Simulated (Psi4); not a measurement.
## Worked example: vertical ionisation energy of C2H8N2 (1,1-dimethylhydrazine)

C2H8N2 has 12 atoms, charge 0, and is taken as a singlet. As SMILES, `CN(C)N`. The coordinates come from a PBE0-D4/def2-TZVP relaxation. This is one conformer, not always the lowest.

```csv
atom,x (Å),y (Å),z (Å)
C,-0.9528,-0.7992,-0.0478
N,-0.0543,0.2049,0.4718
C,1.3290,-0.1610,0.2852
N,-0.2732,1.4766,-0.0988
H,-0.7589,-1.7594,0.4357
H,-0.8449,-0.9352,-1.1408
H,-1.9862,-0.5144,0.1619
H,1.5275,-1.1054,0.7966
H,1.9638,0.6156,0.7097
H,1.5959,-0.2853,-0.7803
H,-0.4342,1.3953,-1.1064
H,-1.1115,1.8675,0.3131
```

Both states at this one shape; open shells run unrestricted unless said. 1 Eh = 27.2114 eV.

| level | program | singlet C2H8N2 (Eh) | doublet [C2H8N2]+ (Eh) | HOMO of the first (eV) |
| --- | --- | --- | --- | --- |
| CAM-B3LYP/6-31G* (spherical functions) | Psi4 | -190.374318 | -190.059493 | -7.50 |
| wB97M-V/6-31G* (spherical functions) | Psi4 | -190.375231 | -190.059122 | -8.46 |
| B2PLYP/6-31G* (density fitting for correlation, spherical functions), 4 core orbitals frozen | Psi4 | -190.244001 | -189.933013 | -7.51 |

Question: Work out the vertical ionisation energy at each level.

Answer: 
1. CAM-B3LYP/6-31G* (spherical functions): -190.059493 − (-190.374318) = 0.314825 Eh = 8.57 eV; −ε(HOMO) = 7.50 eV.
2. wB97M-V/6-31G* (spherical functions): -190.059122 − (-190.375231) = 0.316109 Eh = 8.60 eV; −ε(HOMO) = 8.46 eV.
3. B2PLYP/6-31G* (density fitting for correlation, spherical functions): -189.933013 − (-190.244001) = 0.310988 Eh = 8.46 eV; −ε(HOMO) = 7.51 eV.

No measured value is set beside it here; the levels span 8.46 to 8.60 eV.
